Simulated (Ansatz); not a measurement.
# SiNH+ (doublet): wave-function methods side by side, def2-QZVPP

One table from this session's results is given with a row withheld; the runs are named, their logs left out.

Program: Ansatz 0.2.0, Gaussian basis. Level of theory: def2-QZVPP, core rule «outside noble gas», up to 6 orbitals frozen. These are calculated values, not measurements.

Plan: UHF; ROHF; CCSD(T) on UHF.

2 further runs of the same task are left out: 2 set aside as unsound or not needed.

## What is computed

The geometry is a PBE0/def2-TZVP stationary point (not a proven minimum) of the parent state, kept for this charge and spin.

3 atoms, charge 1, spin multiplicity 2.

Atoms are counted from 1 here; the program's logs count them from 0.

Bond lengths: Si1–N2 1.701 Å, N2–H3 1.020 Å. Angles: Si1–N2–H3 125.4°.

Set-up of the first run:

Input file in.yaml:

```yaml
crystal:
  periodic: [false, false, false]
  atoms:
    - {symbol: Si, position_ang: [0.000000, 0.032951, 0.605869]}
    - {symbol: N, position_ang: [0.000000, -0.113788, -1.088955]}
    - {symbol: H, position_ang: [0.000000, 0.663088, -1.749585]}
basis:
  gaussian: {orbitals: "def2-QZVPP.json"}
total_charge: 1
magnetization: {spin_polarized: true, initial_magnetization: 1}
hamiltonian: {xc: hf}
output: {orbitals: {seedname: orbitals}}
```

On the command line:

```console
$ ansatz run in.yaml --threads 1 --pin off --events-out ev --progress --plain --max-ram 3968MiB --backend cpu
```

Steps of the session up to this table: UHF; ROHF; CCSD(T) on UHF.

One of the session's tables, all rows but one given; the rest of the session is left out.

| method | from UCCSD(T) (meV) |
| --- | --- |
| ROHF | +7965.2 |
| UHF | ? |
| UMP2 | +955.3 |
| UCCSD | +317.0 |
| UCCSD(T) | 0 |

**Question.** Estimate the row for UHF.

**Answer.** from UCCSD(T) (meV): +7845.5. In the column «from UCCSD(T) (meV)» it lies between UMP2 (+955.3) and ROHF (+7965.2).
